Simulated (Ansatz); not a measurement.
# C3H4F2: the cost of one run

Program: Ansatz 0.2.0. Level of theory: RKS LDA/STO-3G. These are calculated values, not measurements.

### 1 The structure to begin with

Bond lengths: F1–C2 1.338 Å, C2–C3 1.363 Å, C3–C4 1.458 Å, C4–F5 1.338 Å, C2–H6 1.100 Å, C3–H7 1.103 Å, C4–H8 1.067 Å, C4–H9 1.142 Å. Angles: F1–C2–C3 121.1°, F1–C2–H6 112.5°, C3–C2–H6 126.4°, C2–C3–C4 122.9°, C2–C3–H7 118.2°, C4–C3–H7 118.7°, C3–C4–F5 111.0°, C3–C4–H8 116.7°, C3–C4–H9 107.1°, F5–C4–H8 108.7°, F5–C4–H9 106.1°, H8–C4–H9 106.5°.

Structure file:

```xyz
9

F    -2.2064    0.0144    1.3493
C    -1.2807   -0.3063    0.4375
C    -0.0576    0.2944    0.4354
C     0.9613    0.0143   -0.5689
F     1.3482    1.1367   -1.1862
H    -1.6282   -1.0832   -0.2589
H     0.1381    1.0806    1.1833
H     0.7185   -0.7170   -1.3073
H     1.8808   -0.3763   -0.0152
```

### 2 Relaxing the start

The input, input.yaml:

```yaml
crystal:
  periodic: [false, false, false]
  atoms:
    - { symbol: F, position_ang: [-2.2064, 0.0144, 1.3493] }
    - { symbol: C, position_ang: [-1.2807, -0.3063, 0.4375] }
    - { symbol: C, position_ang: [-0.0576, 0.2944, 0.4354] }
    - { symbol: C, position_ang: [0.9613, 0.0143, -0.5689] }
    - { symbol: F, position_ang: [1.3482, 1.1367, -1.1862] }
    - { symbol: H, position_ang: [-1.6282, -1.0832, -0.2589] }
    - { symbol: H, position_ang: [0.1381, 1.0806, 1.1833] }
    - { symbol: H, position_ang: [0.7185, -0.717, -1.3073] }
    - { symbol: H, position_ang: [1.8808, -0.3763, -0.0152] }
basis:
  gaussian: { orbitals: STO-3G }
hamiltonian:
  xc: lda
relax:
  f_tol: 0.02
  max_steps: 40
scf:
  lower_state_search: "off"
output:
  orbitals: {}
```

On the command line:

```sh
> ansatz run input.yaml --threads 1 --pin off --max-ram 2048MiB --backend cpu --events-out ev --progress --plain --runs-dir out
```

What time and memory should one allow on 1 thread of Arm Neoverse N1, shared host?

About 13 s, with a peak of 0.093 GiB.
